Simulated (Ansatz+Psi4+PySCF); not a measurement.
The numbers below are computed, except where a source is named.
## Psi4 1.11 run

```
molecule {
0 2
H -0.298890 -1.938250 0.004880
O -0.868750 -0.616840 0.004260
N 0.002980 0.261640 0.008360
N 1.035140 0.733280 -0.004650
}

set basis cc-pVTZ
set reference uhf
set scf_type pk
energy('scf')
```

The input is written out from the run's settings.

The run gave:

```
Converged                       : yes
Total energy                    : -184.20487 hartree
Spin squared of the determinant : 1.033
```

Caution: the unrestricted determinant is spin contaminated.
